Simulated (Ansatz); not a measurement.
# The cluster CB₂− (doublet): a few steps of dynamics

What does the cluster CB₂− (doublet) do in its first 15 fs at constant energy, with the temperature set to 300 K?

Method: PBE/6-31G*; program: Ansatz 0.2.0, Gaussian basis.

## (1) The relaxed structure

The geometry comes from an earlier relaxation with PBE0-D4 in a triple-zeta def2 set; it is a stationary point.

3 atoms, charge -1, spin multiplicity 2.

Atoms are counted from 1 here; the program's logs count them from 0.

Bond lengths: B1–B2 1.751 Å, B1–C3 1.403 Å, B2–C3 1.403 Å. Angles: B2–B1–C3 51.4°, B1–B2–C3 51.4°, B1–C3–B2 77.2°.

## (2) Dynamics

File in.yaml:

```yaml
crystal:
  periodic: [false, false, false]
  atoms:
    - {symbol: B, position_ang: [0.809316, -0.142067, 0.474073]}
    - {symbol: B, position_ang: [-0.309624, 0.657588, -0.609619]}
    - {symbol: C, position_ang: [-0.499692, -0.515521, 0.135545]}
basis:
  gaussian: {orbitals: "6-31G*"}
total_charge: -1
magnetization: {spin_polarized: false, initial_magnetization: 1}
hamiltonian: {xc: {name: PBE}}
md: {timestep: 1 fs, n_steps: 15, ensemble: nve, temperature: 300, initial_velocities: maxwell_boltzmann, seed: 220}
scf: {omitted_lower_state_checks: [starts]}
```

On the command line:

```bash
$ ansatz run in.yaml --threads 4 --pin off --events-out ev --progress --plain --max-ram 3916MiB
```

Output:

```text
Functional definition: PBE
  name "PBE"
  cite "Perdew, Burke & Ernzerhof, Phys. Rev. Lett. 77, 3865 (1996) doi:10.1103/PhysRevLett.77.3865"
  parent pbe
  parameter kappa = 0.804
  parameter beta = 0.06672455060314922
  exchange = pbe_x(kappa = kappa, mu = beta*pi^2/3)
  correlation = pbe_c(beta = beta)
these checks for a lower state are left out or cut short: starts
433 factors; their error is unknown
mean field evaluation 1: about -2379.7242 eV, gradient 1.7e1 eV
mean field evaluation 2: about -2376.4100 eV, gradient 3.6e1 eV
mean field evaluation 4: about -2380.4168 eV, gradient 2.1e0 eV
mean field evaluation 8: about -2380.3961 eV, gradient 1.6e-2 eV
mean field evaluation 16: about -2380.3961 eV, gradient 1.8e-5 eV
mean field -2380.39607060 eV, -87.4779421041 hartree, gradient 1.8e-5 eV, S^2 0.750000; 0 other end points of the search recorded, 0 dependent functions left out
the calculation of the forces begins
reference -2380.39609278 eV, -87.4779429193 hartree; 9, 8 occupied and 36, 37 virtual orbitals, 433 factors
md step     0: t =     0.00 fs  T =   300.0 K  F+E_penalty+E_count = -2380.39607060 eV  E_kin = 0.038778 eV  conserved = -2380.35729260 eV  (26 SCF iters)
these checks for a lower state are left out or cut short: starts, cluster_reference, orbital_swaps, neighbouring_geometries, increment
433 factors; their error is unknown
mean field -2380.40605839 eV, -87.4783091485 hartree, gradient 1.1e-5 eV, S^2 0.750000; 0 other end points of the search recorded, 0 dependent functions left out
the calculation of the forces begins
reference -2380.40608060 eV, -87.4783099648 hartree; 9, 8 occupied and 36, 37 virtual orbitals, 433 factors
md step     1: t =     1.00 fs  T =   376.0 K  F+E_penalty+E_count = -2380.40605839 eV  E_kin = 0.048607 eV  conserved = -2380.35745157 eV  (33 SCF iters)
these checks for a lower state are left out or cut short: starts, cluster_reference, orbital_swaps, neighbouring_geometries, increment
433 factors; their error is unknown
mean field evaluation 32: about -2380.4122 eV, gradient 1.2e-5 eV
mean field -2380.41219701 eV, -87.4785347387 hartree, gradient 1.2e-5 eV, S^2 0.750000; 0 other end points of the search recorded, 0 dependent functions left out
the calculation of the forces begins
reference -2380.41221926 eV, -87.4785355564 hartree; 9, 8 occupied and 36, 37 virtual orbitals, 433 factors
md step     2: t =     2.00 fs  T =   422.9 K  F+E_penalty+E_count = -2380.41219701 eV  E_kin = 0.054662 eV  conserved = -2380.35753495 eV  (33 SCF iters)
these checks for a lower state are left out or cut short: starts, cluster_reference, orbital_swaps, neighbouring_geometries, increment
433 factors; their error is unknown
mean field -2380.41306860 eV, -87.4785667690 hartree, gradient 1.2e-5 eV, S^2 0.750000; 0 other end points of the search recorded, 0 dependent functions left out
the calculation of the forces begins
reference -2380.41309089 eV, -87.4785675881 hartree; 9, 8 occupied and 36, 37 virtual orbitals, 433 factors
md step     3: t =     3.00 fs  T =   429.7 K  F+E_penalty+E_count = -2380.41306860 eV  E_kin = 0.055540 eV  conserved = -2380.35752818 eV  (33 SCF iters)
these checks for a lower state are left out or cut short: starts, cluster_reference, orbital_swaps, neighbouring_geometries, increment
433 factors; their error is unknown
mean field -2380.40866529 eV, -87.4784049506 hartree, gradient 1.2e-5 eV, S^2 0.750000; 0 other end points of the search recorded, 0 dependent functions left out
the calculation of the forces begins
reference -2380.40868763 eV, -87.4784057713 hartree; 9, 8 occupied and 36, 37 virtual orbitals, 433 factors
md step     4: t =     4.00 fs  T =   396.3 K  F+E_penalty+E_count = -2380.40866529 eV  E_kin = 0.051223 eV  conserved = -2380.35744248 eV  (33 SCF iters)
these checks for a lower state are left out or cut short: starts, cluster_reference, orbital_swaps, neighbouring_geometries, increment
433 factors; their error is unknown
mean field -2380.40023789 eV, -87.4780952491 hartree, gradient 1.1e-5 eV, S^2 0.750000; 0 other end points of the search recorded, 0 dependent functions left out
the calculation of the forces begins
reference -2380.40026025 eV, -87.4780960711 hartree; 9, 8 occupied and 36, 37 virtual orbitals, 433 factors
md step     5: t =     5.00 fs  T =   332.1 K  F+E_penalty+E_count = -2380.40023789 eV  E_kin = 0.042932 eV  conserved = -2380.35730582 eV  (33 SCF iters)
these checks for a lower state are left out or cut short: starts, cluster_reference, orbital_swaps, neighbouring_geometries, increment
433 factors; their error is unknown
mean field evaluation 64: about -2380.3899 eV, gradient 1.0e-5 eV
mean field -2380.38987070 eV, -87.4777142619 hartree, gradient 1.0e-5 eV, S^2 0.750000; 0 other end points of the search recorded, 0 dependent functions left out
the calculation of the forces begins
reference -2380.38989309 eV, -87.4777150850 hartree; 9, 8 occupied and 36, 37 virtual orbitals, 433 factors
md step     6: t =     6.00 fs  T =   253.1 K  F+E_penalty+E_count = -2380.38987070 eV  E_kin = 0.032718 eV  conserved = -2380.35715257 eV  (34 SCF iters)
these checks for a lower state are left out or cut short: starts, cluster_reference, orbital_swaps, neighbouring_geometries, increment
433 factors; their error is unknown
mean field -2380.37994259 eV, -87.4773494105 hartree, gradient 1.0e-5 eV, S^2 0.750000; 0 other end points of the search recorded, 0 dependent functions left out
the calculation of the forces begins
reference -2380.37996501 eV, -87.4773502345 hartree; 9, 8 occupied and 36, 37 virtual orbitals, 433 factors
md step     7: t =     7.00 fs  T =   177.4 K  F+E_penalty+E_count = -2380.37994259 eV  E_kin = 0.022927 eV  conserved = -2380.35701522 eV  (32 SCF iters)
these checks for a lower state are left out or cut short: starts, cluster_reference, orbital_swaps, neighbouring_geometries, increment
433 factors; their error is unknown
mean field -2380.37260560 eV, -87.4770797813 hartree, gradient 9.8e-6 eV, S^2 0.750000; 0 other end points of the search recorded, 0 dependent functions left out
the calculation of the forces begins
reference -2380.37262803 eV, -87.4770806057 hartree; 9, 8 occupied and 36, 37 virtual orbitals, 433 factors
md step     8: t =     8.00 fs  T =   121.4 K  F+E_penalty+E_count = -2380.37260560 eV  E_kin = 0.015686 eV  conserved = -2380.35691973 eV  (33 SCF iters)
these checks for a lower state are left out or cut short: starts, cluster_reference, orbital_swaps, neighbouring_geometries, increment
433 factors; their error is unknown
mean field -2380.36936412 eV, -87.4769606592 hartree, gradient 1.0e-5 eV, S^2 0.750000; 0 other end points of the search recorded, 0 dependent functions left out
the calculation of the forces begins
reference -2380.36938655 eV, -87.4769614836 hartree; 9, 8 occupied and 36, 37 virtual orbitals, 433 factors
md step     9: t =     9.00 fs  T =    96.6 K  F+E_penalty+E_count = -2380.36936412 eV  E_kin = 0.012481 eV  conserved = -2380.35688283 eV  (33 SCF iters)
these checks for a lower state are left out or cut short: starts, cluster_reference, orbital_swaps, neighbouring_geometries, increment
433 factors; their error is unknown
mean field evaluation 96: about -2380.3708 eV, gradient 1.0e-5 eV
mean field -2380.37079911 eV, -87.4770133941 hartree, gradient 1.0e-5 eV, S^2 0.750000; 0 other end points of the search recorded, 0 dependent functions left out
the calculation of the forces begins
reference -2380.37082153 eV, -87.4770142181 hartree; 9, 8 occupied and 36, 37 virtual orbitals, 433 factors
md step    10: t =    10.00 fs  T =   107.4 K  F+E_penalty+E_count = -2380.37079911 eV  E_kin = 0.013888 eV  conserved = -2380.35691143 eV  (34 SCF iters)
these checks for a lower state are left out or cut short: starts, cluster_reference, orbital_swaps, neighbouring_geometries, increment
433 factors; their error is unknown
mean field -2380.37645568 eV, -87.4772212691 hartree, gradient 1.1e-5 eV, S^2 0.750000; 0 other end points of the search recorded, 0 dependent functions left out
the calculation of the forces begins
reference -2380.37647808 eV, -87.4772220922 hartree; 9, 8 occupied and 36, 37 virtual orbitals, 433 factors
md step    11: t =    11.00 fs  T =   150.5 K  F+E_penalty+E_count = -2380.37645568 eV  E_kin = 0.019454 eV  conserved = -2380.35700193 eV  (34 SCF iters)
these checks for a lower state are left out or cut short: starts, cluster_reference, orbital_swaps, neighbouring_geometries, increment
433 factors; their error is unknown
mean field -2380.38490458 eV, -87.4775317603 hartree, gradient 1.2e-5 eV, S^2 0.750000; 0 other end points of the search recorded, 0 dependent functions left out
the calculation of the forces begins
reference -2380.38492694 eV, -87.4775325823 hartree; 9, 8 occupied and 36, 37 virtual orbitals, 433 factors
md step    12: t =    12.00 fs  T =   214.8 K  F+E_penalty+E_count = -2380.38490458 eV  E_kin = 0.027765 eV  conserved = -2380.35713981 eV  (34 SCF iters)
these checks for a lower state are left out or cut short: starts, cluster_reference, orbital_swaps, neighbouring_geometries, increment
433 factors; their error is unknown
mean field -2380.39398405 eV, -87.4778654250 hartree, gradient 1.4e-5 eV, S^2 0.750000; 0 other end points of the search recorded, 0 dependent functions left out
the calculation of the forces begins
reference -2380.39400638 eV, -87.4778662456 hartree; 9, 8 occupied and 36, 37 virtual orbitals, 433 factors
md step    13: t =    13.00 fs  T =   283.8 K  F+E_penalty+E_count = -2380.39398405 eV  E_kin = 0.036685 eV  conserved = -2380.35729945 eV  (34 SCF iters)
these checks for a lower state are left out or cut short: starts, cluster_reference, orbital_swaps, neighbouring_geometries, increment
433 factors; their error is unknown
mean field evaluation 128: about -2380.4012 eV, gradient 1.5e-5 eV
mean field -2380.40121852 eV, -87.4781312866 hartree, gradient 1.5e-5 eV, S^2 0.750000; 0 other end points of the search recorded, 0 dependent functions left out
the calculation of the forces begins
reference -2380.40124081 eV, -87.4781321057 hartree; 9, 8 occupied and 36, 37 virtual orbitals, 433 factors
md step    14: t =    14.00 fs  T =   338.6 K  F+E_penalty+E_count = -2380.40121852 eV  E_kin = 0.043773 eV  conserved = -2380.35744566 eV  (34 SCF iters)
these checks for a lower state are left out or cut short: starts, cluster_reference, orbital_swaps, neighbouring_geometries, increment
433 factors; their error is unknown
mean field -2380.40438164 eV, -87.4782475291 hartree, gradient 1.6e-5 eV, S^2 0.750000; 0 other end points of the search recorded, 0 dependent functions left out
the calculation of the forces begins
reference -2380.40440388 eV, -87.4782483467 hartree; 9, 8 occupied and 36, 37 virtual orbitals, 433 factors
these checks for a lower state are left out or cut short: starts
433 factors; their error is unknown
mean field -2380.40438164 eV, -87.4782475291 hartree, gradient 9.0e-6 eV, S^2 0.750000; 0 other end points of the search recorded, 0 dependent functions left out
the calculation of the forces begins
reference -2380.40440388 eV, -87.4782483467 hartree; 9, 8 occupied and 36, 37 virtual orbitals, 433 factors
md step    15: t =    15.00 fs  T =   362.4 K  F+E_penalty+E_count = -2380.40438164 eV  E_kin = 0.046843 eV  conserved = -2380.35753876 eV  (34 SCF iters)
Total energy: -2380.40440388 eV, -87.4782483467 hartree
Atom 0 at     0.837432    -0.168799     0.506016 Å, force    -0.171711     0.152439    -0.187405 eV/Å
Atom 1 at    -0.345829     0.677186    -0.640228 Å, force     0.197708    -0.181575     0.220077 eV/Å
Atom 2 at    -0.492412    -0.509100     0.134344 Å, force    -0.025997     0.029136    -0.032672 eV/Å
Dipole moment:    -0.149744    -0.155693     0.041475 e Å
Checks for a lower state left out: starts
```

Run time: 3.7 s. Hardware: 4 threads of Arm Neoverse V2, shared host.

## (3) The trajectory

Step by step, with energies from the first frame:

| time (fs) | T (K) | potential (meV) | conserved (meV) | B1–B2 (Å) |
| --- | --- | --- | --- | --- |
| 0.0 | 300 | 0.0 | 0.00 | 1.751 |
| 1.0 | 376 | -10.0 | -0.16 | 1.762 |
| 2.0 | 423 | -16.1 | -0.24 | 1.773 |
| 3.0 | 430 | -17.0 | -0.23 | 1.786 |
| 4.0 | 396 | -12.6 | -0.15 | 1.798 |
| 5.0 | 332 | -4.2 | -0.01 | 1.809 |
| 6.0 | 253 | 6.2 | 0.14 | 1.820 |
| 7.0 | 177 | 16.1 | 0.28 | 1.830 |
| 8.0 | 121 | 23.5 | 0.37 | 1.838 |
| 9.0 | 97 | 26.7 | 0.41 | 1.845 |
| 10.0 | 107 | 25.3 | 0.38 | 1.850 |
| 11.0 | 151 | 19.6 | 0.29 | 1.853 |
| 12.0 | 215 | 11.2 | 0.15 | 1.855 |
| 13.0 | 284 | 2.1 | -0.01 | 1.855 |
| 14.0 | 339 | -5.1 | -0.15 | 1.854 |
| 15.0 | 362 | -8.3 | -0.25 | 1.852 |

Positions (Å) and forces (eV/Å) at 15.0 fs:

```xyz
3

B     0.837   -0.169    0.506   -0.172    0.152   -0.187
B    -0.346    0.677   -0.640    0.198   -0.182    0.220
C    -0.492   -0.509    0.134   -0.026    0.029   -0.033
```

## (4) Outcome

| quantity | value |
| --- | --- |
| length | 15 steps of 1.0 fs |
| temperature, first and last frame | 300, 362 K |
| temperature, second half | mean 209 K, from 97 to 362 K |
| swing of the potential | 44 meV |
| largest change of the conserved energy | 0.41 meV |
| range of B1–B2 | 1.751 to 1.855 Å |

**Reading.** The temperature starts at 300 K and ranges from 97 to 430 K; in so small a system it swings widely. The conserved energy moves by 0.41 meV, 0.9 % of the potential's swing, so the step is short enough for this stretch. B1–B2 swings most, by 0.10 Å; no bond breaks. A run of 15 fs gives no averages.
